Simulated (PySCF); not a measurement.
**Working out the ionisation energy of F**

F [He] 2s2 2p5 (2P) → F+ [He] 2s2 2p4 (3P). Calculation: PySCF 2.14, in def2-SVP (3s2p1d, 14 functions); no relativity, point nucleus. Frozen: 1s2. Energies in hartree (1 hartree = 27.21139 eV):

```
            part   F (lower)  F+ (upper)
             UHF  -99.284051  -98.704449
CCSD correlation   -0.149750   -0.109064
             (T)   -0.000916   -0.000823
```

Question: What does Hartree-Fock give?

Answer: (-98.704449) − (-99.284051) = 0.579602 hartree = 15.772 eV.

Question: What do CCSD and CCSD(T) give?

Answer: The CCSD correlation energies differ by 0.040686 hartree = 1.107 eV and the triples by 0.000093 hartree = 0.003 eV, so CCSD gives 16.879 eV and CCSD(T) 16.882 eV.

Measured between the centres of the two terms (NIST): 17.427 eV, so CCSD(T) (valence) is off by -0.545 eV.

A double-zeta basis recovers only part of the correlation energy.

What remains against the reference includes basis incompleteness, the frozen core and higher excitations.
